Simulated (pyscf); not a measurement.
A first-order saddle from PySCF, ωB97X-D3(BJ)/def2-SVP:

```
Si
H 1 1.5751
N 2 1.4866 1 148.23
H 3 1.0324 2 97.26 1 51.81
H 3 1.0324 4 102.93 2 99.24
Cl 1 2.0434 2 113.86 3 -179.11
Cl 1 2.0500 2 108.40 3 59.38
Cl 1 2.0502 2 108.27 3 -57.69
```
Charge 0, spin multiplicity 2.

Surface: doublet, charge 0. Lowest wavenumbers (cm⁻¹): 964i, 47, 61, 147, 168.

Task: What reaction is this the transition state of?

Result: Cl–Si•(Cl)–Cl + NH₃ <-> Cl–SiH(Cl)–Cl + NH₂•, a hydrogen abstraction read from left to right: H–N broken and H–Si formed. At ωB97M-D3(BJ)/def2-TZVP it lies +21.3 kcal/mol from the left side and +3.8 kcal/mol from the right (each side as separated species at their lowest minima found). This is the saddle that the search found; another between the same sides may lie lower. The angle at the transferred H is 148°.
